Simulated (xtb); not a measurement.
xtb input (GFN2-xTB):

```bash
xtb mol.xyz --gfn 2 --sp --chrg 0 --uhf 0
```
mol.xyz:
```
4

O      0.01545466     0.72381182    -0.07020381
O     -0.01124373    -0.72607760    -0.04190313
H      0.80569804     0.89668240     0.46138431
H     -0.83938551    -0.87855617     0.43547118
```

End of the output:

```
         :::::::::::::::::::::::::::::::::::::::::::::::::::::
         ::                     SUMMARY                     ::
         :::::::::::::::::::::::::::::::::::::::::::::::::::::
         :: total energy              -9.051639108715 Eh    ::
         :: gradient norm              0.035892682471 Eh/a0 ::
         :: HOMO-LUMO gap              7.435964523497 eV    ::
         ::.................................................::
         :: SCC energy                -9.083357519279 Eh    ::
         :: -> isotropic ES            0.031003319433 Eh    ::
         :: -> anisotropic ES         -0.005000185421 Eh    ::
         :: -> anisotropic XC         -0.006810651664 Eh    ::
         :: -> dispersion             -0.000469247490 Eh    ::
         :: repulsion energy           0.031718410564 Eh    ::
         :: add. restraining           0.000000000000 Eh    ::
         :: total charge               0.000000000000 e     ::
         :::::::::::::::::::::::::::::::::::::::::::::::::::::

           -------------------------------------------------
          |                Property Printout                |
           -------------------------------------------------

    * Orbital Energies and Occupations

         #    Occupation            Energy/Eh            Energy/eV
      -------------------------------------------------------------
         1        2.0000           -0.7247253             -19.7208
         2        2.0000           -0.6974912             -18.9797
         3        2.0000           -0.6059686             -16.4892
         4        2.0000           -0.6045292             -16.4501
         5        2.0000           -0.5649439             -15.3729
         6        2.0000           -0.4856362             -13.2148
         7        2.0000           -0.4523277             -12.3085 (HOMO)
         8                         -0.1790610              -4.8725 (LUMO)
         9                          0.1027632               2.7963
        10                          0.1484212               4.0387
      -------------------------------------------------------------
                  HL-Gap            0.2732667 Eh            7.4360 eV
             Fermi-level           -0.3156943 Eh           -8.5905 eV

     #   Z          covCN         q      C6AA      α(0)
     1   8 O        1.713    -0.322    19.382     5.944
     2   8 O        1.713    -0.322    19.382     5.944
     3   1 H        0.804     0.322     0.658     1.274
     4   1 H        0.804     0.322     0.658     1.274

 Mol. C6AA /au·bohr⁶  :        108.199137
 Mol. C8AA /au·bohr⁸  :       2034.322910
 Mol. α(0) /au        :         14.436495

Wiberg/Mayer (AO) data.
largest (>0.10) Wiberg bond orders for each atom

 ---------------------------------------------------------------------------
     #   Z sym  total        # sym  WBO       # sym  WBO       # sym  WBO
Note: The following floating-point exceptions are signalling: IEEE_DENORMAL
normal termination of xtb
 ---------------------------------------------------------------------------
     1   8 O    1.898 --     2 O    1.003     3 H    0.894
     2   8 O    1.898 --     1 O    1.003     4 H    0.894
     3   1 H    0.896 --     1 O    0.894
     4   1 H    0.896 --     2 O    0.894
 ---------------------------------------------------------------------------

Topologies differ in total number of bonds
Writing topology from bond orders to xtbtopo.mol

molecular dipole:
                 x           y           z       tot (Debye)
 q only:       -0.023       0.012       0.614
   full:       -0.032       0.017       0.842       2.141
molecular quadrupole (traceless):
                xx          xy          yy          xz          yz          zz
 q only:        1.028       2.486      -0.402       0.012       0.089      -0.625
  q+dip:        2.027       3.274      -1.878       0.015       0.158      -0.149
   full:        1.744       3.345      -1.066       0.023       0.134      -0.678

           -------------------------------------------------
          | TOTAL ENERGY               -9.051639108715 Eh   |
          | GRADIENT NORM               0.035892682471 Eh/α |
          | HOMO-LUMO GAP               7.435964523497 eV   |
           -------------------------------------------------

------------------------------------------------------------------------
------------------------------------------------------------------------
 total:
 SCF:
```
